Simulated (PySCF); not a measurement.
# C5H6 (3-Penten-1-yne, (E)-): the cost of one run

The runs use PySCF 2.14.0, with density-fitted response routines of our own; the level of theory stands in each step. All values are computed, except where a source is named. Atoms are numbered from 0 throughout.

## 1. Starting geometry

11 atoms, charge 0, multiplicity 1; geometry from: MMFF94s.

Bonds of the start (Å): C0–C1 1.20, C1–C2 1.42, C2–C3 1.34, C3–C4 1.49, C0–H5 1.07, C2–H6 1.09, C3–H7 1.09, C4–H8 1.09, C4–H9 1.09, C4–H10 1.09.

## 2. Relaxing the molecule at PBE0-D3(BJ)/def2-SVP

The job: settings as JSON, then the geometry in Å.

```
{"job": {"xc": "PBE0", "basis": "def2-SVP", "d3": "d3bj", "grid": 1, "kind": "geom"}, "charge": 0, "multiplicity": 1}
C      2.992654     0.242302     0.462197
C      1.811518     0.070977     0.590255
C      0.414803    -0.133185     0.746787
C     -0.439574     0.081520    -0.263068
C     -1.916319    -0.115191    -0.159906
H      4.040388     0.394743     0.347087
H      0.059674    -0.470568     1.716008
H     -0.064592     0.419529    -1.227104
H     -2.220572    -0.454837     0.835193
H     -2.433224     0.825620    -0.372249
H     -2.244758    -0.860911    -0.890272
```

The run is started by

```bash
$ OMP_NUM_THREADS=1 python probes_run.py task.json out
```

One launch serves the whole session: the jobs run in the order shown.

**Question.** How long does this first job take on 1 thread of Arm Neoverse V1, shared host, and how much memory does it need?

About 17 s, with a peak of 0.39 GiB.
